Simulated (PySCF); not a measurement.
These compounds are isomers of formula C4H5N.

A. `C=CCC#N`
B. t-Crotononitrile (C/C=C/C#N)
C. SMILES c1cc[nH]c1

Spectrum 1. $^{13}$C{$^{1}$H} NMR (computed): δ 119.5 (CH), 113.6 (CH).

Spectrum 2. $^{13}$C{$^{1}$H} NMR (computed): δ 137.6 (CH), 127.7 (CH2), 121.1 (C), 24.5 (CH2).

Spectrum 3. $^{13}$C{$^{1}$H} NMR (computed): δ 161.5 (CH), 122.2 (C), 107.3 (CH), 23.6 (CH3).

Computational details: J couplings at B3LYP/pcJ-1 (spin–dipole term left out of most H,H and C,H couplings), GFN2-xTB geometry, NMR shieldings at PBE0/pcSseg-1/GIAO, in PySCF 2.14.0 with density-fitted response routines (non-relativistic Hamiltonian, one computed conformer, equivalent nuclei averaged, no solvent model).

δ = σ(ref) − σ, references computed at the same level: $^{13}$C vs TMS. Shifts are as computed. Against solution values, carbons near 30 ppm lie about +3 ppm off and those near 130 ppm about +5 ppm. Of 1211 compounds with measured shifts, 218 miss one by over three times the rms of a fit or turn the order of signals round; such compounds aren't used in these exercises.

**Question.** Which spectrum belongs to which compound?

**Answer.** 1–C, 2–A, 3–B.

- Spectrum 1 (C): 2 $^{13}$C signals; δC 119.5 is an aromatic CH next to a ring nitrogen; δC 113.6 is an aromatic CH.
- Spectrum 2 (A): 4 $^{13}$C signals; δC 137.6 is an alkene CH; δC 127.7 is a terminal =CH2 carbon.
- Spectrum 3 (B): 4 $^{13}$C signals; δC 161.5 is an alkene CH; δC 122.2 is a nitrile carbon.
